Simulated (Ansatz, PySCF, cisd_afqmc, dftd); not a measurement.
Species: PH2, charge 0, doublet. PH2 (SMILES [PH2], doublet).
B3LYP-D3(BJ)/def2-TZVP minimum from Ansatz (a quantum-chemistry and plane-wave program):
```
P
H 1 1.4234
H 1 1.4234 2 91.73
```
Charge 0, spin multiplicity 2.

Quantity: enthalpy of formation at 298 K (by atomisation, with ideal-gas terms from PySCF's Hessian at B3LYP-D3(BJ)/def2-TZVP and the atoms' measured values of the G2/97 table; no spin-orbit terms), in kcal/mol. Open shells are spin-unrestricted; no spin-orbit coupling. Cores are frozen in correlated methods. Rows without X2C or -DK are non-relativistic. The Monte Carlo rows (phaseless AFQMC, CISD trial, step 0.005/hartree) carry one-sigma bars that omit the constraint's bias. Outlying blocks are dropped, and bars are widened where a walk drifts. Over all cases where full CI ran beside it in this data, AFQMC minus full CI had a median of +0.1 mEh and passed +0.4 mEh in a tenth of the cases. CBS(X,Y): correlation extrapolated as X^-3, Hartree-Fock from the larger set (Q,5: extrapolated as (X+1)exp(-9√X)). A bracket is a step between two methods taken in the basis named. Functionals run without relativity, which enters their misses. Double hybrids freeze cores in their MP2 part. '+ core + X2C': CCSD(T) terms for core correlation (cc-pwCVTZ, 1s frozen past Ne) and scalar relativity (cc-pVTZ-DK). Full CI freezes restricted core orbitals, also for open shells; the composite that ends in it estimates full CI at the basis-set limit. Where a partner has so few electrons that a lower coupled-cluster level is exact, that level stands in.

Measured: 33.1 kcal/mol, 138.5 kJ/mol (G2/97 table in ASE (Curtiss et al.)).

```csv
level,program,enthalpy of formation at 298 K (kcal/mol),error against that value
HF/cc-pV(T+d)Z,Ansatz,77.7,44.6
PBE0-D4/def2-TZVPD,Ansatz + dftd4,32.8,-0.3
PBE0/def2-TZVPD,Ansatz,33.1,0.0
r2SCANh/def2-TZVPD,Ansatz,31.3,-1.8
B2PLYP-D4/def2-TZVPD,Ansatz + dftd4,32.7,-0.4
MP2/aug-cc-pV(D+d)Z,Ansatz,51.3,18.2
MP2/cc-pV(D+d)Z,Ansatz,53.4,20.3
MP2/cc-pV(5+d)Z,Ansatz,39.6,6.5
"MP2/CBS(aug-cc-pV(T+d)Z,aug-cc-pV(Q+d)Z)",Ansatz,38.4,5.3
"MP2/CBS(cc-pV(T+d)Z,cc-pV(Q+d)Z)",Ansatz,38.6,5.5
"CCSD(T)/CBS(cc-pV(T+d)Z,cc-pV(Q+d)Z) + core + X2C",Ansatz,31.7,-1.4
CCSDT(Q)/cc-pV(D+d)Z,Ansatz,46.9,13.8
CCSDTQ/cc-pV(D+d)Z,Ansatz,46.9,13.8
"CCSD(T)/CBS(cc-pV(Q+d)Z,cc-pV(5+d)Z) + [FCI - CCSD(T)]/cc-pV(D+d)Z + core + X2C",Ansatz,31.9,-1.2
"CCSD(T)/CBS(cc-pV(Q+d)Z,cc-pV(5+d)Z) + [AFQMC/CISD - CCSD(T)]/cc-pV(Q+d)Z + core + X2C",Ansatz + cisd_afqmc,32.0 ± 0.2,-1.1
"CCSD(T)/CBS(cc-pV(Q+d)Z,cc-pV(5+d)Z) + [CCSDT(Q) - CCSD(T)]/cc-pV(Q+d)Z + [FCI - CCSDT(Q)]/cc-pV(D+d)Z + core + X2C",Ansatz,31.9,-1.2
```
